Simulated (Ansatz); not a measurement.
in.yaml

```yaml
crystal:
  periodic: [false, false, false]
  atoms:
    - {symbol: C, position_ang: [0.000000, 0.000000, 1.134195]}
    - {symbol: Si, position_ang: [0.000000, 0.000000, -0.550583]}
    - {symbol: Si, position_ang: [0.000000, 0.000000, -2.792583]}
    - {symbol: H, position_ang: [0.000000, 0.000000, 2.208970]}
basis:
  gaussian: {orbitals: cc-pVDZ, point_charges: [{charge: -1.00, position_ang: [3.542, 0.880, 0.424]}]}
magnetization: {spin_polarized: true, initial_magnetization: 1}
correlation: {method: mp2, electrons: outside_noble_gas}
accuracy: high
```

```sh
$ ansatz run in.yaml --threads 1 --pin off --events-out ev --progress --plain --max-ram 2393MiB
```

Output:

```
1079 factors; integrals over basis functions are off by at most 3.9e-9 eV
mean field evaluation 1: about -16760.5406 eV, gradient 2.3e1 eV
mean field evaluation 2: about -16760.5518 eV, gradient 2.3e1 eV
mean field evaluation 4: about -16764.7445 eV, gradient 3.6e0 eV
mean field evaluation 8: about -16765.2643 eV, gradient 1.4e0 eV
mean field evaluation 16: about -16766.3121 eV, gradient 7.7e-4 eV
mean field evaluation 32: about -16766.2602 eV, gradient 5.0e-1 eV
mean field evaluation 64: about -16766.0194 eV, gradient 3.3e-7 eV
mean field evaluation 96: about -16765.8880 eV, gradient 2.4e0 eV
mean field evaluation 128: about -16766.0404 eV, gradient 2.0e-1 eV
mean field evaluation 160: about -16761.8508 eV, gradient 1.3e0 eV
mean field evaluation 192: about -16766.2486 eV, gradient 2.1e0 eV
mean field evaluation 224: about -16765.3086 eV, gradient 3.3e-3 eV
mean field -16766.31206240 eV, -616.1506036786 hartree, gradient 2.1e-8 eV, S^2 1.970974; 16 other end points of the search recorded, 0 dependent functions left out
11 core orbitals not correlated: weight in the atoms' cores, before any rotation towards them, 1.000 or more for the frozen orbitals, at most 0.000 for the correlated occupied ones
reference -16766.31206240 eV, -616.1506036786 hartree; 7, 6 occupied and 37, 38 virtual orbitals, 1079 factors
second order -6.19759176 eV of doubles, -0.00000000 eV of singles
Total energy: -16772.50965416 eV, -616.3783609750 hartree
```

Ran on 1 thread of Arm Neoverse V2, shared host: 7.5 s wall, 0.14 GiB peak host memory.
